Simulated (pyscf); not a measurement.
A first-order saddle from PySCF, ωB97X-D3(BJ)/def2-SVP:

```
Si
N 1 1.7216
H 2 1.0136 1 120.14
H 2 1.0140 3 112.85 1 -159.47
N 1 1.7263 2 108.82 3 146.23
H 5 1.0138 1 121.50 2 157.21
H 5 1.0143 6 112.28 1 -155.35
H 1 1.5014 2 118.48 3 -95.26
H 1 1.6865 8 107.04 5 129.18
N 9 1.3626 1 168.89 8 108.28
H 10 1.0439 9 94.23 1 177.14
```
Charge 0, spin multiplicity 3.

Surface: triplet, charge 0. Lowest wavenumbers (cm⁻¹): 1525i, 28, 50, 98, 217.

Task: Which two sides does it connect, and which bonds change?

Result: H₂N–SiH₂–NH₂ + NH [triplet] ⇌ H₂N–SiH•–NH₂ + NH₂•, a hydrogen abstraction read from left to right: H–Si broken and H–N formed. At ωB97M-D3(BJ)/def2-TZVP it lies +43.2 kJ/mol from the left side and +40.5 kJ/mol from the right (each side as separated species at their lowest minima found). On the product side the descent ends in a complex (not fully relaxed), 16.9 kJ/mol under the separated species and 56.6 kJ/mol under the saddle at ωB97X-D3(BJ)/def2-TZVP. H₂N–SiH•–NH₂ + NH₂• also meet on a surface of lower spin, which isn't treated here. This is the saddle that the search found; another between the same sides may lie lower. The angle at the transferred H is 169°.
